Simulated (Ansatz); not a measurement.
# CH₂Al+ (quintet): wave-function methods side by side, def2-TZVPP

An exercise on one series of results from a longer session: the logs are not shown, and one member is left open.

The runs use Ansatz 0.2.0, Gaussian basis; def2-TZVPP, core rule «outside noble gas», up to 6 orbitals frozen.

Plan: UHF; ROHF; CCSD(T) on UHF.

## What is computed

The geometry is a PBE0/def2-TZVP stationary point (not a proven minimum) of the parent state, kept for this charge and spin.

4 atoms, charge 1, spin multiplicity 5.

Atoms are counted from 1 here; the program's logs count them from 0.

Bond lengths: Al1–C2 1.948 Å, C2–H3 1.088 Å, C2–H4 1.088 Å. Angles: Al1–C2–H3 122.6°, Al1–C2–H4 122.6°, H3–C2–H4 114.8°.

The first run:

File in.yaml:

```yaml
crystal:
  periodic: [false, false, false]
  atoms:
    - {symbol: Al, position_ang: [0.000000, 0.000000, 0.695038]}
    - {symbol: C, position_ang: [0.000000, 0.000000, -1.252764]}
    - {symbol: H, position_ang: [0.000000, 0.916303, -1.838714]}
    - {symbol: H, position_ang: [0.000000, -0.916304, -1.838714]}
basis:
  gaussian: {orbitals: def2-TZVPP}
total_charge: 1
magnetization: {spin_polarized: true, initial_magnetization: 4}
hamiltonian: {xc: hf}
output: {orbitals: {seedname: orbitals}}
```

Launch:

```bash
$ ansatz run in.yaml --threads 1 --pin off --events-out ev --progress --plain --max-ram 3968MiB --backend cpu
```

Steps of the session up to this table: UHF; ROHF; CCSD(T) on UHF.

One table of the session follows, with a row left open; its other results are not shown here.

```
  method  from UCCSD(T) (meV)
    ROHF              +4365.5
     UHF              +4259.9
    UMP2               +741.1
   UCCSD                    ?
UCCSD(T)                    0
```

Q: Estimate the row for UCCSD from the others.

The run gave: from UCCSD(T) (meV): +115.7. In the column «from UCCSD(T) (meV)» it lies between UCCSD(T) (0) and UMP2 (+741.1).
